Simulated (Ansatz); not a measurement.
# C2H2O2S: one species, many methods

An exercise on one series of results from a longer session: the logs are not shown, and one member is left open.

The runs use Ansatz 0.2.0, Gaussian basis; functionals in def2-TZVPP, the program's frozen cores in correlated methods.

Plan: LDA (SPW92), PBE-D4, revPBE-D4, BLYP-D4, r2SCAN-D4, B97M-V, PBE0-D4, B3LYP-D4, r2SCANh-D4, r2SCAN0-D4, HSE06-D4, BHLYP-D4, CAM-B3LYP-D4, LC-ωPBE, ωB97X-V, ωB97M-V, B2PLYP, PBE-QIDH; CCSD(T)/def2-SVP; CCSD(T)/def2-TZVPP; MP2/def2-QZVPP; extrapolation to the limit; RPA on PBE.

## Structure used throughout

All runs share one geometry, relaxed beforehand with PBE0-D4 in a triple-zeta def2 set.

SMILES `O=C1OCS1`, 7 atoms, charge 0, spin multiplicity 1.

Atoms are counted from 1 here; the program's logs count them from 0.

Bond lengths: O1–C2 1.178 Å, C2–O3 1.358 Å, C2–S5 1.788 Å, O3–C4 1.432 Å, C4–S5 1.811 Å, C4–H6 1.089 Å, C4–H7 1.089 Å. Angles: O1–C2–O3 128.1°, O1–C2–S5 135.1°, O3–C2–S5 96.8°, C2–O3–C4 98.2°, O3–C4–S5 93.2°, O3–C4–H6 111.0°, O3–C4–H7 111.0°, S5–C4–H6 114.1°, S5–C4–H7 114.1°, H6–C4–H7 112.0°, C2–S5–C4 71.8°.

Set-up of the first run:

Input file in.yaml:

```yaml
crystal:
  periodic: [false, false, false]
  atoms:
    - {symbol: O, position_ang: [-2.187454, -0.904004, -0.055659]}
    - {symbol: C, position_ang: [-1.067494, -0.543356, -0.004798]}
    - {symbol: O, position_ang: [-0.572573, 0.692794, -0.273676]}
    - {symbol: C, position_ang: [0.809322, 0.420818, -0.016922]}
    - {symbol: S, position_ang: [0.493601, -1.311062, 0.409823]}
    - {symbol: H, position_ang: [1.178390, 1.022412, 0.812396]}
    - {symbol: H, position_ang: [1.407608, 0.554499, -0.916964]}
basis:
  gaussian: {orbitals: def2-TZVPP}
hamiltonian: {xc: lda}
output: {orbitals: {seedname: orbitals}}
```

On the command line:

```console
$ ansatz run in.yaml --threads 2 --pin off --events-out ev --progress --plain --max-ram 4352MiB
```

Steps of the session up to this table: LDA; PBE-D4 (GGA); revPBE-D4 (GGA); BLYP-D4 (GGA); r2SCAN-D4 (meta-GGA); B97M-V (meta-GGA); B3LYP-D4 (hybrid); r2SCANh-D4 (hybrid); r2SCAN0-D4 (hybrid); HSE06-D4 (hybrid); BHLYP-D4 (hybrid); CAM-B3LYP-D4 (range-separated); LC-ωPBE (range-separated); ωB97X-V (range-separated); ωB97M-V (range-separated); B2PLYP (double hybrid); PBE-QIDH (double hybrid).

One of the session's tables, all rows but one given; the rest of the session is left out.

It belongs to the step «Orbital energies across the functionals». 

| functional | HOMO (eV) | gap (eV) |
| --- | --- | --- |
| LDA (SPW92) | -6.91 | 4.63 |
| PBE-D4 | -6.76 | 4.70 |
| revPBE-D4 | -6.70 | 4.73 |
| BLYP-D4 | -6.62 | 4.65 |
| r2SCAN-D4 | -7.05 | 5.16 |
| B97M-V | -7.12 | 5.31 |
| PBE0-D4 | -8.04 | 6.99 |
| B3LYP-D4 | -7.81 | 6.47 |
| r2SCANh-D4 | -7.52 | 6.01 |
| r2SCAN0-D4 | -8.23 | 7.28 |
| HSE06-D4 | -7.64 | 6.20 |
| BHLYP-D4 | -9.21 | 9.19 |
| CAM-B3LYP-D4 | -9.40 | 9.47 |
| LC-ωPBE | -10.77 | 12.14 |
| ωB97X-V | -10.40 | 11.62 |
| ωB97M-V | ? | ? |

Q: Estimate the row for ωB97M-V from the others.

The run gave: HOMO (eV): -10.23; gap (eV): 11.30. In the column «HOMO (eV)» it lies between ωB97X-V (-10.40) and CAM-B3LYP-D4 (-9.40).
